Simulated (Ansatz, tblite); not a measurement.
**The cluster Sn2Se+: competing shapes**

Which shape does the cluster Sn2Se+ prefer? Candidates from a tight-binding search are relaxed and compared.

Program: Ansatz 0.2.0, Gaussian basis. Level of theory: relaxed with r2SCAN-D4/def2-TZVP, doublet. These are calculated values, not measurements.

1 further run of the same task is left out (set aside as unsound or not needed). Runs told in other sessions of the task aren't counted.

### Step 1. The system as given

3 atoms, charge 1, spin multiplicity 2.

Atoms are counted from 1 here; the program's logs count them from 0.

Bond lengths: Sn1–Se3 2.554 Å, Sn2–Se3 2.554 Å. Angles: Sn1–Se3–Sn2 74.3°.

Geometry (Å):

```xyz
3
charge 1, multiplicity 2
Sn   -0.1247   -1.6283   -0.4133
Sn    0.4125    1.3708   -0.8879
Se   -0.2879    0.2575    1.3012
```

Sn takes a core potential in the def2 sets. No spin-orbit coupling is included. The ion is computed in the gas phase, without counter-ions or solvent.

A search from random starts with GFN2-xTB found 3 distinct shapes; 2 go on here. The structure above is candidate A, which lies 0.00 eV above the lowest at that level; B lies 0.16 eV above the lowest at that level.

### Step 2. Relaxing candidate A

Input file in.yaml:

```yaml
crystal:
  periodic: [false, false, false]
  atoms:
    - {symbol: Sn, position_ang: [-0.124670, -1.628310, -0.413320]}
    - {symbol: Sn, position_ang: [0.412530, 1.370830, -0.887890]}
    - {symbol: Se, position_ang: [-0.287860, 0.257480, 1.301210]}
basis:
  gaussian: {orbitals: def2-TZVP}
total_charge: 1
magnetization: {spin_polarized: true, initial_magnetization: 1}
hamiltonian: {xc: r2scan, dispersion: d4}
scf: {lower_state_search: "off"}
output: {orbitals: {seedname: orbitals}}
relax: {f_tol: 0.02, max_steps: 100}
```

Started as:

```bash
$ ansatz run in.yaml --threads 4 --pin off --events-out ev --progress --plain --max-ram 3916MiB
```

The program printed, shortened:

```text
Functional definition: r2SCAN
  name "r2SCAN"
  cite "Furness, Kaplan, Ning, Perdew & Sun, J. Phys. Chem. Lett. 11, 8208 (2020) doi:10.1021/acs.jpclett.0c02405"
  cite "Furness, Kaplan, Ning, Perdew & Sun, J. Phys. Chem. Lett. 11, 9248 (2020) doi:10.1021/acs.jpclett.0c03077"
  parent r2scan
[...]
1163 factors; their error is unknown
[...]
mean field -77012.19273849 eV, -2830.1458824002 hartree, gradient 5.2e-6 eV, S^2 0.758541; 0 other end points of the search recorded, 0 dependent functions left out
[...]
reference -77012.19275607 eV, -2830.1458830464 hartree; 39, 38 occupied and 109, 110 virtual orbitals, 1163 factors
relax step   1: F+E_penalty+E_count = -77012.21740811 eV  Δ(F+E_penalty+E_count) = +0.000e0 eV  max|allowed force component| = 2.358e-1 eV/Å  Δτ_max = 0.0000 Å  (20 SCF iters, accepted)
[...]
relax step   3: F+E_penalty+E_count = -77012.22755356 eV  Δ(F+E_penalty+E_count) = -6.272e-3 eV  max|allowed force component| = 1.403e-1 eV/Å  Δτ_max = 0.0562 Å  (22 SCF iters, accepted)
[...]
relax step   4: F+E_penalty+E_count = -77012.22917076 eV  Δ(F+E_penalty+E_count) = -1.617e-3 eV  max|allowed force component| = 2.563e-3 eV/Å  Δτ_max = 0.0126 Å  (26 SCF iters, accepted)
Total energy: -77012.22918854 eV, -2830.1472219149 hartree
Atom 0 at    -0.135676    -1.666677    -0.390638 Å, force    -0.000304    -0.002563    -0.000217 eV/Å
Atom 1 at     0.416416     1.415581    -0.878377 Å, force     0.000571     0.002323    -0.000988 eV/Å
Atom 2 at    -0.280740     0.251096     1.269015 Å, force    -0.000266     0.000240     0.001205 eV/Å
Dipole moment:     0.100838    -0.090190    -0.455812 e Å
Checks for a lower state left out: stability, starts, cluster_reference, orbital_swaps, neighbouring_geometries, increment
```

Wall time 14 s (4 threads of Arm Neoverse V2, shared host).

Relaxation path:

```
step  energy from step 1 (eV)  largest force component (eV/Å)
   1                   0.0000                          0.2358
   2                  -0.0039                          0.1686
   3                  -0.0101                          0.1403
   4                  -0.0118                          0.0026
```

Distances of close pairs at the start and the end, largest changes first:

```
   bond  before (Å)  after (Å)  change (Å)
Sn1–Sn2       3.084      3.169      +0.085
Sn1–Se3       2.554      2.540      -0.014
Sn2–Se3       2.554      2.540      -0.014
```

### Step 3. Relaxing candidate B

Input file in.yaml:

```yaml
crystal:
  periodic: [false, false, false]
  atoms:
    - {symbol: Sn, position_ang: [-2.309950, -0.142750, 0.740980]}
    - {symbol: Sn, position_ang: [2.136110, 0.368310, -1.098230]}
    - {symbol: Se, position_ang: [0.173840, -0.225570, 0.357250]}
basis:
  gaussian: {orbitals: def2-TZVP}
total_charge: 1
magnetization: {spin_polarized: true, initial_magnetization: 1}
hamiltonian: {xc: r2scan, dispersion: d4}
scf: {lower_state_search: "off"}
output: {orbitals: {seedname: orbitals}}
relax: {f_tol: 0.02, max_steps: 100}
```

The command is unchanged.

The program printed, shortened:

```text
Functional definition: r2SCAN
  name "r2SCAN"
  cite "Furness, Kaplan, Ning, Perdew & Sun, J. Phys. Chem. Lett. 11, 8208 (2020) doi:10.1021/acs.jpclett.0c02405"
  cite "Furness, Kaplan, Ning, Perdew & Sun, J. Phys. Chem. Lett. 11, 9248 (2020) doi:10.1021/acs.jpclett.0c03077"
  parent r2scan
[...]
1163 factors; their error is unknown
[...]
mean field -77011.56465797 eV, -2830.1228008671 hartree, gradient 2.5e-6 eV, S^2 0.781256; 0 other end points of the search recorded, 0 dependent functions left out
[...]
reference -77011.56467882 eV, -2830.1228016334 hartree; 39, 38 occupied and 109, 110 virtual orbitals, 1163 factors
relax step   1: F+E_penalty+E_count = -77011.58902510 eV  Δ(F+E_penalty+E_count) = +0.000e0 eV  max|allowed force component| = 2.688e-1 eV/Å  Δτ_max = 0.0000 Å  (22 SCF iters, accepted)
[...]
relax step   6: F+E_penalty+E_count = -77011.60893971 eV  Δ(F+E_penalty+E_count) = -3.544e-3 eV  max|allowed force component| = 6.477e-3 eV/Å  Δτ_max = 0.0763 Å  (24 SCF iters, accepted)
[...]
relax step   7: F+E_penalty+E_count = -77011.60910606 eV  Δ(F+E_penalty+E_count) = -1.663e-4 eV  max|allowed force component| = 4.180e-3 eV/Å  Δτ_max = 0.0262 Å  (23 SCF iters, accepted)
Total energy: -77011.60912664 eV, -2830.1244350606 hartree
Atom 0 at    -2.232074    -0.078593     0.612278 Å, force     0.002659    -0.001150     0.001444 eV/Å
Atom 1 at     1.980198     0.405614    -1.130255 Å, force    -0.000542    -0.001500     0.002737 eV/Å
Atom 2 at     0.251876    -0.327032     0.517978 Å, force    -0.002117     0.002649    -0.004180 eV/Å
Dipole moment:    -0.147676     0.191742    -0.303699 e Å
Checks for a lower state left out: stability, starts, cluster_reference, orbital_swaps, neighbouring_geometries, increment
```

Wall time 20 s (4 threads of Arm Neoverse V2, shared host).

The steps of the relaxation:

```
step  energy from step 1 (eV)  largest force component (eV/Å)
   1                   0.0000                          0.2688
   2                  -0.0077                          0.1839
   3                  -0.0146                          0.0455
   4                  -0.0164                          0.0511
   5                  -0.0162                          0.1329
   6                  -0.0199                          0.0065
   7                  -0.0201                          0.0042
```

The force was under the threshold of 0.02 eV/Å already at step 6, but the program went on to step 7.

Distances of close pairs at the start and the end, largest changes first:

```
   bond  before (Å)  after (Å)  change (Å)
Sn1–Se3       2.515      2.498      -0.016
Sn2–Se3       2.514      2.498      -0.016
```

### Step 4. The relaxed candidates

```
candidate  point group  bonds (count, mean Å)  energy above the lowest (kJ/mol)
        A          C2v          Se–Sn 2, 2.54                               0.0
        B          C2v          Se–Sn 2, 2.50                              59.8
```

### Step 5. Candidate B, GFN1-xTB

Tight binding, by tblite at 300 K electronic temperature and without a spin-polarisation term:

```python
tblite.interface.Calculator('GFN1-xTB', numbers, positions, charge=1, uhf=1).singlepoint()
```

Energy -214.4888 eV; 0.003 s.

### Step 6. Candidate B, GFN2-xTB

Tight binding, by tblite at 300 K electronic temperature and without a spin-polarisation term:

```python
tblite.interface.Calculator('GFN2-xTB', numbers, positions, charge=1, uhf=1).singlepoint()
```

Energy -191.3889 eV; 0.002 s.

### Step 7. Candidate B, PBE0-D4/def2-TZVP

start.molden holds the orbitals of an earlier run on this state, given as this run's starting guess.

Input file in.yaml:

```yaml
crystal:
  periodic: [false, false, false]
  atoms:
    - {symbol: Sn, position_ang: [-2.232074, -0.078593, 0.612278]}
    - {symbol: Sn, position_ang: [1.980198, 0.405614, -1.130255]}
    - {symbol: Se, position_ang: [0.251876, -0.327032, 0.517978]}
basis:
  gaussian: {orbitals: def2-TZVP, initial_orbitals: start.molden}
total_charge: 1
magnetization: {spin_polarized: true, initial_magnetization: 1}
hamiltonian: {xc: pbe0, dispersion: d4}
scf: {omitted_lower_state_checks: [starts]}
output: {orbitals: {seedname: orbitals}}
```

Same command.

The program printed, shortened:

```text
Functional definition: PBE0
  name "PBE0"
  cite "Adamo & Barone, J. Chem. Phys. 110, 6158 (1999) doi:10.1063/1.478522"
  cite "Perdew, Burke & Ernzerhof, Phys. Rev. Lett. 77, 3865 (1996) doi:10.1103/PhysRevLett.77.3865"
  parent pbe
[...]
1298 factors; integrals over basis functions are off by at most 6.2e-4 eV
[...]
mean field -77000.09880345 eV, -2829.7014384851 hartree, gradient 2.2e-6 eV, S^2 0.779474; 0 other end points of the search recorded, 0 dependent functions left out
reference -77000.09883785 eV, -2829.7014397493 hartree; 39, 38 occupied and 109, 110 virtual orbitals, 1298 factors
Total energy: -77000.21652624 eV, -2829.7057647180 hartree
Checks for a lower state left out: starts
```

Run time: 4.2 s. Hardware: 4 threads of Arm Neoverse V2, shared host; peak memory 0.55 GiB.

Report: HOMO -9.27 eV, LUMO -7.67 eV (over both spins); ⟨S²⟩ 0.779 (pure: 0.75).

### Step 8. Candidate B, PBE-D4/def2-TZVP

in.yaml, as its differences from that of step 7:

```diff
@@ -10,4 +10,4 @@
 magnetization: {spin_polarized: true, initial_magnetization: 1}
-hamiltonian: {xc: pbe0, dispersion: d4}
+hamiltonian: {xc: pbe, dispersion: d4}
 scf: {omitted_lower_state_checks: [starts]}
-output: {orbitals: {seedname: orbitals}}
+output: {forces: true, orbitals: {seedname: orbitals}}
```

Launched as before.

The program printed, shortened:

```text
Functional definition: PBE
  name "PBE"
  cite "Perdew, Burke & Ernzerhof, Phys. Rev. Lett. 77, 3865 (1996) doi:10.1103/PhysRevLett.77.3865"
  parent pbe
[...]
1163 factors; their error is unknown
[...]
mean field -76997.95532894 eV, -2829.6226672497 hartree, gradient 8.4e-6 eV, S^2 0.759792; 0 other end points of the search recorded, 0 dependent functions left out
[...]
reference -76997.95537422 eV, -2829.6226689138 hartree; 39, 38 occupied and 109, 110 virtual orbitals, 1163 factors
Total energy: -76998.09059991 eV, -2829.6276383662 hartree
Atom 0 at    -2.232074    -0.078593     0.612278 Å, force    -0.235119     0.022144     0.011323 eV/Å
Atom 1 at     1.980198     0.405614    -1.130255 Å, force     0.165608     0.068231    -0.154489 eV/Å
Atom 2 at     0.251876    -0.327032     0.517978 Å, force     0.069511    -0.090375     0.143165 eV/Å
Dipole moment:    -0.145230     0.188563    -0.298664 e Å
Checks for a lower state left out: starts
```

Run time: 3.6 s. Hardware: 4 threads of Arm Neoverse V2, shared host.

Report: HOMO -8.62 eV, LUMO -8.38 eV (over both spins); ⟨S²⟩ 0.760 (pure: 0.75).

### Step 9. Candidate B, r2SCAN-D4/def2-TZVP

in.yaml, as its differences from that of step 8:

```diff
@@ -10,4 +10,4 @@
 magnetization: {spin_polarized: true, initial_magnetization: 1}
-hamiltonian: {xc: pbe, dispersion: d4}
+hamiltonian: {xc: r2scan, dispersion: d4}
 scf: {omitted_lower_state_checks: [starts]}
-output: {forces: true, orbitals: {seedname: orbitals}}
+output: {orbitals: {seedname: orbitals}}
```

Same command.

The program printed:

```text
Functional definition: r2SCAN
  name "r2SCAN"
  cite "Furness, Kaplan, Ning, Perdew & Sun, J. Phys. Chem. Lett. 11, 8208 (2020) doi:10.1021/acs.jpclett.0c02405"
  cite "Furness, Kaplan, Ning, Perdew & Sun, J. Phys. Chem. Lett. 11, 9248 (2020) doi:10.1021/acs.jpclett.0c03077"
  parent r2scan
  parameter k0 = 0.174
  parameter k1 = 0.065
  parameter a1 = 4.9479
  exchange = r2scan_x(k0 = k0, k1 = k1, a1 = a1)
  correlation = r2scan_c
these checks for a lower state are left out or cut short: starts
1163 factors; their error is unknown
mean field evaluation 1: about -77011.5629 eV, gradient 5.4e0 eV
mean field evaluation 2: about -77011.6166 eV, gradient 7.9e-2 eV
mean field evaluation 4: about -77011.5843 eV, gradient 4.1e-4 eV
mean field evaluation 8: about -77011.5843 eV, gradient 2.0e-5 eV
mean field -77011.58433503 eV, -2830.1235239857 hartree, gradient 8.5e-6 eV, S^2 0.779566; 0 other end points of the search recorded, 0 dependent functions left out
reference -77011.58435561 eV, -2830.1235247420 hartree; 39, 38 occupied and 109, 110 virtual orbitals, 1163 factors
Total energy: -77011.60912664 eV, -2830.1244350606 hartree
Checks for a lower state left out: starts
```

Run time: 13 s. Hardware: 4 threads of Arm Neoverse V2, shared host.

From the report: HOMO -8.92 eV, LUMO -8.30 eV (over both spins); ⟨S²⟩ 0.780 (pure: 0.75).

### Step 10. Candidate B, ωB97X-V/def2-TZVP

in.yaml, as its differences from that of step 9:

```diff
@@ -10,3 +10,3 @@
 magnetization: {spin_polarized: true, initial_magnetization: 1}
-hamiltonian: {xc: r2scan, dispersion: d4}
+hamiltonian: {xc: {name: wB97X-V}}
 scf: {omitted_lower_state_checks: [starts]}
```

Same command.

The program printed, shortened:

```text
Functional definition: wB97X-V
  name "wB97X-V"
  cite "Mardirossian & Head-Gordon, Phys. Chem. Chem. Phys. 16, 9904 (2014) doi:10.1039/C3CP54374A"
  cite "Becke, J. Chem. Phys. 107, 8554 (1997) doi:10.1063/1.475007"
  cite "Vydrov & Van Voorhis, J. Chem. Phys. 133, 244103 (2010) doi:10.1063/1.3521275"
[...]
      + integral(e_c_pw_opposite_spin*poly(b97_u_opposite, cos0, cos1)) + vv10(b, c)
[...]
1298 factors; integrals over basis functions are off by at most 6.2e-4 eV
223 factors; integrals over basis functions are off by at most 7.9e-5 eV
[...]
mean field -76999.72624438 eV, -2829.6877471920 hartree, gradient 6.1e-6 eV, S^2 0.813990; 0 other end points of the search recorded, 0 dependent functions left out
reference -76999.72624464 eV, -2829.6877472015 hartree; 39, 38 occupied and 109, 110 virtual orbitals, 1298 factors
Total energy: -76999.72624464 eV, -2829.6877472015 hartree
Checks for a lower state left out: starts
```

Wall time 16 s (4 threads of Arm Neoverse V2, shared host); peak memory 0.8 GiB.

From the report: HOMO -10.71 eV, LUMO -5.76 eV (over both spins); ⟨S²⟩ 0.814 (pure: 0.75).

### Step 11. Candidate B, HF/def2-TZVP

in.yaml, as its differences from that of step 10:

```diff
@@ -10,3 +10,3 @@
 magnetization: {spin_polarized: true, initial_magnetization: 1}
-hamiltonian: {xc: {name: wB97X-V}}
+hamiltonian: {xc: hf}
 scf: {omitted_lower_state_checks: [starts]}
```

The command is unchanged.

The program printed:

```text
Functional definition: HF
  name "HF"
  cite "Fock, Z. Phys. 61, 126 (1930) doi:10.1007/BF01340294"
  parent pbe
  exchange = exact_x
  correlation = 0
these checks for a lower state are left out or cut short: starts
1298 factors; integrals over basis functions are off by at most 6.2e-4 eV
mean field evaluation 1: about -76909.0348 eV, gradient 1.8e1 eV
mean field evaluation 2: about -76909.8251 eV, gradient 1.0e0 eV
mean field evaluation 4: about -76910.0314 eV, gradient 1.4e-1 eV
mean field evaluation 8: about -76910.0319 eV, gradient 1.3e-5 eV
mean field -76910.03191504 eV, -2826.3915413859 hartree, gradient 7.2e-6 eV, S^2 0.979976; 0 other end points of the search recorded, 0 dependent functions left out
reference -76910.03191504 eV, -2826.3915413859 hartree; 39, 38 occupied and 109, 110 virtual orbitals, 1298 factors
Total energy: -76910.03191504 eV, -2826.3915413859 hartree
Checks for a lower state left out: starts
```

Run time: 2.7 s. Hardware: 4 threads of Arm Neoverse V2, shared host.

HOMO -10.89 eV, LUMO -5.02 eV (over both spins); ⟨S²⟩ 0.980 (pure: 0.75). Doubts: spin contamination.

### Step 12. Candidate B, CCSD(T)/def2-SVP

Input file in.yaml:

```yaml
crystal:
  periodic: [false, false, false]
  atoms:
    - {symbol: Sn, position_ang: [-2.232074, -0.078593, 0.612278]}
    - {symbol: Sn, position_ang: [1.980198, 0.405614, -1.130255]}
    - {symbol: Se, position_ang: [0.251876, -0.327032, 0.517978]}
basis:
  gaussian: {orbitals: def2-SVP, initial_orbitals: start.molden}
total_charge: 1
magnetization: {spin_polarized: true, initial_magnetization: 1}
correlation: {method: ccsd_t}
scf: {omitted_lower_state_checks: [starts, cluster_reference]}
output: {orbitals: {seedname: orbitals}}
```

Launched as before.

The program printed, shortened:

```text
Functional definition: HF
  name "HF"
  cite "Fock, Z. Phys. 61, 126 (1930) doi:10.1007/BF01340294"
  parent pbe
[...]
991 factors; integrals over basis functions are off by at most 3.4e-4 eV
[...]
mean field -76901.56763246 eV, -2826.0804847382 hartree, gradient 2.3e-6 eV, S^2 0.969743; 0 other end points of the search recorded, 0 dependent functions left out
17 core orbitals not correlated: weight in the atoms' cores, before any rotation towards them, 1.000 or more for the frozen orbitals, at most 0.000 for the correlated occupied ones
reference -76901.56763246 eV, -2826.0804847382 hartree; 22, 21 occupied and 45, 46 virtual orbitals, 991 factors
second order -10.12736721 eV of doubles, -0.00000000 eV of singles
cycle   1  -10.27418094 eV  change   -1.5e-1 eV  update   1.2e-1
[...]
cycle  12  -10.81400847 eV  change    1.2e-5 eV  update   1.2e-5
perturbative correction -0.46658921 eV, -0.0171468373 hartree
Total energy: -76912.84823015 eV, -2826.4950390569 hartree
Checks for a lower state left out: starts, cluster_reference
```

Run time: 4.9 s. Hardware: 4 threads of Arm Neoverse V2, shared host.

Report: Hartree-Fock HOMO -10.88 eV, LUMO -5.02 eV (over both spins); ⟨S²⟩ 0.970 (pure: 0.75); T1 0.023. Doubts: spin contamination.

### Step 13. B against A

The energies of A at these levels come from its own runs, whose logs aren't repeated here.

```
              level  B above A (kJ/mol)     time
           GFN1-xTB               +73.5  0.005 s
           GFN2-xTB               +20.0  0.004 s
       HF/def2-SVP†               +53.7         
      HF/def2-TZVP†               +59.1    5.1 s
   PBE-D4/def2-TZVP               +57.6    5.7 s
r2SCAN-D4/def2-TZVP               +59.8     19 s
  PBE0-D4/def2-TZVP               +65.8    8.6 s
  ωB97X-V/def2-TZVP               +77.4     26 s
      MP2/def2-SVP†               +81.0         
     CCSD/def2-SVP†               +62.4         
  CCSD(T)/def2-SVP†               +63.5    9.9 s
```

Times add the two runs; a level without a time comes out of a correlated run. † marks a level with a doubtful state (flagged, unstable, out of aufbau order, or strongly spin-contaminated); such levels are left out of the summary. CCSD(T)/def2-SVP is no safe reference here (spin contamination).

### Step 14. Summary of results

```
                                                         quantity                  value
B above A, range of the levels free of doubt, tight binding aside  +57.6 to +77.4 kJ/mol
                                          levels that put B lower                   none
```

**Reading.** All levels free of doubt put A (C2v) below B (C2v), by 20.0 to 77.4 kJ/mol. A random search of this size may have missed the true lowest shape. Only doublets are compared; another spin may lie lower and prefer another shape.
